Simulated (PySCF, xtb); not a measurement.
## AlH3NSi−: which of two structures lies lower

We compare I, a singlet given by its coordinates, with II, a singlet given by its coordinates. Both are isolated ions in the gas phase, relaxed with PBE0-D3(BJ)/def2-SVPD.

I (Å):

```tsv
atom	x (Å)	y (Å)	z (Å)
Al	-0.1643	2.5802	1.0836
N	0.6794	1.0101	1.0943
Si	-1.0816	0.3327	1.1683
H	1.5233	0.4546	1.1264
H	0.6706	3.9827	1.1095
H	-1.4239	0.2522	-0.3651
```

Close contacts (Å): Al1–N2 1.78, Al1–Si3 2.43, N2–Si3 1.89, Al1–H5 1.63, N2–H4 1.01, Si3–H6 1.57.

II (Å):

```csv
atom,x (Å),y (Å),z (Å)
Al,0.9783,1.2887,1.3395
N,-0.5336,1.3396,0.4978
Si,-2.0445,1.2162,-0.1763
H,-2.0235,2.3647,-1.2737
H,2.2322,0.3849,0.8644
H,1.2794,2.1389,2.6816
```

Close contacts (Å): Al1–N2 1.73, N2–Si3 1.66, Al1–H5 1.62, Al1–H6 1.62, Si3–H4 1.59.

Task: Estimate which is lower in electronic energy at CCSD(T)/def2-SVPD + ΔMP2/def2-TZVPPD, and by roughly how much.

Result: The CCSD(T)/def2-SVPD + ΔMP2/def2-TZVPPD calculation puts structure II lower, by 0.692 eV.

How the difference moves with the method:

| level | geometry | E(II) − E(I) (eV) | departure from the last row (eV) | job, with rough time for the two |
| --- | --- | --- | --- | --- |
| PBE0-D3(BJ)/def2-SVPD | PBE0-D3(BJ)/def2-SVPD | −0.405 | +0.287 | optimisation, 81 s |
| HF/def2-SVPD | PBE0-D3(BJ)/def2-SVPD | −0.906 | −0.214 | part of the CCSD(T) run |
| MP2/def2-SVPD | PBE0-D3(BJ)/def2-SVPD | −0.787 | −0.096 | part of the CCSD(T) run |
| CCSD(T)/def2-SVPD | PBE0-D3(BJ)/def2-SVPD | −0.702 | −0.011 | single point |
| CCSD(T)/def2-SVPD + ΔMP2/def2-TZVPPD | PBE0-D3(BJ)/def2-SVPD | −0.692 |  | single point, 42 s |

None of the levels shown reverses the order. The largest departure from CCSD(T)/def2-SVPD + ΔMP2/def2-TZVPPD is that of PBE0-D3(BJ)/def2-SVPD, 0.287 eV. No reliable frequencies are at hand for II, so it isn't confirmed as a minimum. Levels run at GFN2-xTB geometries aren't shown. The last row adds to CCSD(T) the change of the MP2 difference between the two basis sets, here +0.011 eV.

The T1 diagnostic of structures I and II is large, so the coupled-cluster value is less sure. The correlated steps freeze 11 core orbitals. Codes used: PySCF 2.14.0, xtb 6.7.1; the last row on 2 threads of Arm Neoverse V1 on a shared host.
